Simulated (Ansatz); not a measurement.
The input, for Ansatz 0.2.0:

```yaml
crystal:
  periodic: [false, false, false]
  atoms:
    - {symbol: Al, position_ang: [0.000000, 0.000000, 1.432992]}
    - {symbol: O, position_ang: [0.000000, 0.000000, -0.241478]}
    - {symbol: H, position_ang: [0.000000, 0.000000, -1.191514]}
basis:
  gaussian: {orbitals: 6-31G}
magnetization: {spin_polarized: false}
correlation: {method: fic_mrcisd_q, electrons: outside_noble_gas}
```

```sh
$ ansatz run in.yaml --threads 1 --pin off --events-out ev --progress --plain --max-ram 2393MiB
```

Problem. One thing in this input was set wrong on purpose, beside settings that are merely unusual. What is the gravest fault, and what does the program do?

Solution. Method needs an active space. How the run ends: refused.
```
Error: this correlation method needs an active space: name one as the reference
```
